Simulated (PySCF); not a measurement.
C3H7, SMILES [CH](C)C, multiplicity 2.

Geometry optimised at PBE-D3(BJ)/def2-TZVP. The isomer is the one that the SMILES or the coordinates give; other isomers of the formula were not compared.

Calculation: PySCF 2.14.0 with PBE-D3(BJ)/def2-TZVP.

Frequencies are harmonic and unscaled.

| mode | ν (cm⁻¹) | IR (km/mol) | moving atoms (share of kinetic energy) |
|---|---|---|---|
| 1 | 107 | 1.1 | H 89 %, C 11 % |
| 2 | 112 | 0.0 | H 98 % |
| 3 | 346 | 14.9 | H 58 %, C 42 % |
| 4 | 381 | 12.8 | H 60 %, C 40 % |
| 5 | 879 | 2.4 | C 66 %, H 34 % |
| 6 | 905 | 0.2 | H 82 %, C 18 % |
| 7 | 911 | 1.0 | H 83 %, C 17 % |
| 8 | 988 | 0.1 | H 66 %, C 34 % |
| 9 | 1133 | 0.4 | C 50 %, H 50 % |
| 10 | 1142 | 2.4 | C 53 %, H 47 % |
| 11 | 1320 | 0.7 | H 78 %, C 22 % |
| 12 | 1356 | 5.2 | H 82 %, C 18 % |
| 13 | 1360 | 9.9 | H 58 %, C 42 % |
| 14 | 1412 | 1.1 | H 91 %, C 9 % |
| 15 | 1422 | 1.0 | H 96 % |
| 16 | 1422 | 16.5 | H 96 % |
| 17 | 1438 | 4.9 | H 95 % |
| 18 | 2871 | 27.5 | H 95 % |
| 19 | 2875 | 52.0 | H 94 % |
| 20 | 2949 | 46.5 | H 93 % |
| 21 | 2949 | 7.4 | H 93 % |
| 22 | 3034 | 13.0 | H 92 %, C 8 % |
| 23 | 3036 | 25.2 | H 91 %, C 9 % |
| 24 | 3110 | 23.2 | H 92 %, C 8 % |
